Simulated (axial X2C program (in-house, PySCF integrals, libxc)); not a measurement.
# Curves of LiMg by EOM-EA-CCSD

Calculated with an in-house all-electron X2C program for linear molecules (integrals from PySCF): two-component X2C with atomic mean-field Coulomb and Gaunt terms, Gaussian nuclei, basis Mg dyall-acv3z, Li dyall-acv3z with contracted cores.

Energies in eV from the lowest point of the lowest state; states are followed by energy order within each Ω. Reference: LiMg⁺, 2 electrons correlated in 92 virtual spinors with an MP2 remainder; levels at this size can be off by some tenths of an eV. Masses 23.985 and 7.016 u.

| R (Å) | (1)Ω=1/2 | (2)Ω=1/2 | (1)Ω=3/2 | (3)Ω=1/2 | (4)Ω=1/2 | (2)Ω=3/2 |
| --- | --- | --- | --- | --- | --- | --- |
| 2.844 | 0.0336 | 0.7981 | 0.8000 | 1.2871 | 2.2926 | 2.2936 |
| 2.967 | 0.0084 | 0.8578 | 0.8596 | 1.2726 | 2.2546 | 2.2557 |
| 3.091 | 0.0000 | 0.9325 | 0.9342 | 1.2789 | 2.2364 | 2.2376 |
| 3.230 | 0.0034 | 1.0279 | 1.0295 | 1.3046 | 2.2335 | 2.2348 |
| 3.369 | 0.0145 | 1.1299 | 1.1314 | 1.3443 | 2.2443 | 2.2457 |
| 3.555 | 0.0345 | 1.2686 | 1.2699 | 1.4113 | 2.2742 | 2.2757 |

(1) Fit the curves (1)Ω=1/2, (3)Ω=1/2, (4)Ω=1/2, (2)Ω=3/2 near their minima.

For LiMg⁺ at CCSD, and between the minima:

Re = 2.937 Å, ωe = 260.8 cm⁻¹; removing the electron costs 4.644 eV without zero-point terms.

No minimum in range: (2)Ω=1/2, (1)Ω=3/2; the order of states may turn beyond it. T1 of the reference reaches 0.016 (Lee–Taylor). Curves followed by order can swap character. Number of frozen shells: Mg 2 s, 1 p; Li 1 s. Roots with under 60 % one-particle weight at any point are counted in the labels but not shown, and the list ends where the roots sought for some Ω run out; states that need a further excitation are missing and may lie low or lowest. Curves with a minimum but no constants failed the fit check.

Results:

(1) At EOM-EA-CCSD from LiMg⁺ (the fit fixes ωe to about one per cent; ωe of higher roots by this method can be off by ten per cent):

```csv
state,Te (cm⁻¹),Re (Å),ωe (cm⁻¹)
(1)Ω=1/2,0,3.116,179.0
(3)Ω=1/2,10260,2.986,255.2
(4)Ω=1/2,18010,3.185,197.2
(2)Ω=3/2,18020,3.184,197.4
```
